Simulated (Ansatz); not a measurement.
Mulliken charges of C₂H₂FNO₂, SMILES `OC1=NC(F)O1` from ωB97M-V/def2-TZVPP in Ansatz (PBE0-D4/def2-TZVP geometry).

```
atom   x (Å)   y (Å)   z (Å)  charge (e)
  O1   1.542   0.732   1.015      -0.232
  C2   0.549   0.219   0.343       0.401
  N3   0.459  -0.482  -0.730      -0.328
  C4  -0.960  -0.319  -0.507       0.271
  F5  -1.645  -1.434  -0.262      -0.166
  O6  -0.717   0.433   0.738      -0.282
  H7   2.365   0.492   0.570       0.227
  H8  -1.500   0.303  -1.223       0.108
```

Q: By hand: the dipole of these point charges (1 e Å = 4.8032 D).

A: Σ q r = (0.302, 0.250, -0.163) e Å, of length 0.425 e Å = 2.04 D.

Q: How does the dipole of the full density compare? (An estimate is asked.)

A: Ansatz gave: (0.312, 0.285, -0.061) e Å, 2.05 D; the point charges give 1.00 times that, at 15° from its direction.

Point charges leave out the atoms' own dipoles, such as those of lone pairs, and Mulliken's split depends on the basis, so the close match here is no proof of good charges.
